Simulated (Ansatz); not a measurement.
Other settings, tried on Si3 (the lowest singlet isomer of a short search).

```yaml
crystal:
  periodic: [false, false, false]
  atoms:
    - {symbol: Si, position_ang: [0.863175, 0.007822, 0.685922]}
    - {symbol: Si, position_ang: [-0.352025, 1.423420, -0.459361]}
    - {symbol: Si, position_ang: [-0.511150, -1.431242, -0.226560]}
basis:
  gaussian: {orbitals: def2-mTZVP}
hamiltonian: {xc: {name: PBE}}
scf: {lower_state_search: light}
```

```sh
$ ansatz run in.yaml --threads 2 --pin off --events-out ev --progress --plain --max-ram 4352MiB
```

It prints (some lines left out):

```
Functional definition: PBE
642 factors; their error is unknown
mean field evaluation 1: about -23615.9379 eV, gradient 2.1e1 eV
mean field evaluation 2: about -23611.1609 eV, gradient 3.7e1 eV
mean field evaluation 4: about -23617.7123 eV, gradient 1.1e0 eV
mean field evaluation 8: about -23617.7181 eV, gradient 3.2e-2 eV
mean field evaluation 16: about -23617.7132 eV, gradient 6.0e-5 eV
mean field -23617.71317867 eV, -867.9349506553 hartree, gradient 6.0e-5 eV, S^2 0.000000; 0 other end points of the search recorded, 0 dependent functions left out
reference -23617.71320858 eV, -867.9349517545 hartree; 21, 21 occupied and 45, 45 virtual orbitals, 642 factors
Total energy: -23617.71320858 eV, -867.9349517545 hartree
```

Hardware: 2 threads of Arm Neoverse V2 on a shared host. Wall time 0.5 s.
